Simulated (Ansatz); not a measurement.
# Other spins and charges of AsH3, singlet at one geometry

Geometry (PBE0/def2-TZVP stationary point for this spin, not checked as a minimum):

```csv
atom,x (Å),y (Å),z (Å)
As,0.0002,0.0000,-0.0329
H,1.2593,0.0140,0.8215
H,-0.6489,1.0868,0.8116
H,-0.6239,-1.1021,0.8106
```

Basis cc-pVTZ; Ansatz 0.2.0. Only valence electrons are correlated (noble-gas cores and the filled d shells of p-block atoms frozen). R marks a restricted (for open shells ROHF) determinant, U an unrestricted one. Active spaces: valence = (8e, 7o) chosen from the atoms' valence shells. No spin–orbit coupling is included, and no scalar relativity.

Gaps are energies of the second state less the first, at fixed atoms, for a selection of the levels run; each method lands on the state that its own search finds for that charge and spin.

Problem. PBE gives 10.395 eV for removing an electron, to the doublet. Estimate what UCCSDT(Q) gives in cc-pVTZ.

Solution. UCCSDT(Q) in cc-pVTZ gives 10.352 eV, so against it PBE is off by 0.043 eV, of which a good part can be the reference's own basis and frozen-core error.

```json
{"level": "UHF", "gap (eV)": "9.415", "error (meV)": "-937"}
{"level": "UMP2", "gap (eV)": "10.281", "error (meV)": "-71"}
{"level": "UCCSD", "gap (eV)": "10.311", "error (meV)": "-41"}
{"level": "UCCSD(T)", "gap (eV)": "10.351", "error (meV)": "-1"}
{"level": "BCCD(T)", "gap (eV)": "10.356", "error (meV)": "4"}
{"level": "UCCSDT", "gap (eV)": "10.349", "error (meV)": "-3"}
{"level": "CASSCF (valence space)", "gap (eV)": "9.366", "error (meV)": "-986"}
{"level": "NEVPT2 (valence space)", "gap (eV)": "10.175", "error (meV)": "-177"}
{"level": "r2SCAN", "gap (eV)": "10.415", "error (meV)": "63"}
{"level": "PBE0", "gap (eV)": "10.395", "error (meV)": "43"}
{"level": "B3LYP", "gap (eV)": "10.529", "error (meV)": "177"}
{"level": "wB97M-V", "gap (eV)": "10.398", "error (meV)": "46"}
{"level": "B2PLYP", "gap (eV)": "10.397", "error (meV)": "45"}
{"level": "RPA-PBE", "gap (eV)": "10.555", "error (meV)": "203"}
```

Functionals correlate the shells that the reference freezes, so part of their error here is the reference's.

Full CI isn't at hand for all of this; UCCSDT(Q) serves as the reference, and is uncertain by the last step of the cluster series or more. The frozen core follows each run's orbitals, which can shift R against U totals by a few meV for light atoms and by up to 0.1 eV past Ca.
